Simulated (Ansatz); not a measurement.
A made-up structure of CHSSi (charge +1), closed shell:

```xyz
4
angstrom
Si 0.6960 0.2312 -0.9154
C -0.4550 0.1524 0.1539
S -1.8769 0.2556 1.1821
H 1.6680 -0.6687 -0.4038
```

It is relaxed with PBE-D4/def2-SVP and then PBE0-D4/def2-TZVP (Ansatz 0.2.0). Atoms count as bonded within 1.22 times the sum of their covalent radii (H–H: 0.88 Å). The end point is not checked to be a true minimum.

(1) Does its bonding change? (A judgement: the text doesn't fix the answer.)

## Answers

(1) The calculation gives: No: no bond forms or breaks.

Where it ends: The first stage lowers the energy by 2.19 eV in 8 steps. It ends as CHSSi ([SiH][C][S]), total charge +1:
```
atom    x (Å)    y (Å)    z (Å)
 Si1   0.7812   0.3106  -1.1024
  C2  -0.5700   0.1573   0.2422
  S3  -1.7502   0.1966   1.1633
  H4   1.5711  -0.6942  -0.2863
```

Labels in which every atom is bracketed show which atoms are joined, not bond orders.

For scale, one of the runs: PBE0-D4/def2-TZVP relaxation, 111 basis functions, launched by `ansatz run in.yaml --threads 2 --pin off --events-out ev --progress --plain --max-ram 4352MiB`. Hardware: 2 CPU threads of an Arm Neoverse V1, shared host. Wall time about 12 s.
